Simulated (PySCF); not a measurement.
Species: C3F3 (charge -1).
Atom-mapped SMILES: `[C-:1]#[C:2][C:3]([F:4])([F:5])[F:6]`

Computed, not measured: PBE0-D3(BJ)/def2-SVP geometry optimisation, gas phase in PySCF 2.14.0.

Q: Give the optimised bond lengths and angles.

A: 
| bond | length (Å) | order |
| --- | --- | --- |
| C1≡C2 | 1.250 | triple |
| C2–C3 | 1.427 | single |
| C3–F4, C3–F5, C3–F6 | 1.365 | single |

Bonds in one row agree within 0.01 Å and their mean is given. Orders are formal, as drawn. A selection of angles:
| angle | degrees |
| --- | --- |
| C1–C2–C3 | 179.6 |
| C2–C3–F4 | 114.3 |
| F4–C3–F5 | 104.2 |

The C–C distances run from 1.250 Å (C1≡C2, drawn triple) to 1.427 Å (C2–C3, drawn single), a spread of 0.177 Å. All 3 C–F bonds measure 1.364 to 1.365 Å.

Point group: C3v (tolerance 0.08 Å). Whether it is a minimum is left open (no frequencies).

Hardware: one thread of an Arm Neoverse V1, no GPU (shared host). Cost: 24 s wall. This is the geometry optimisation.
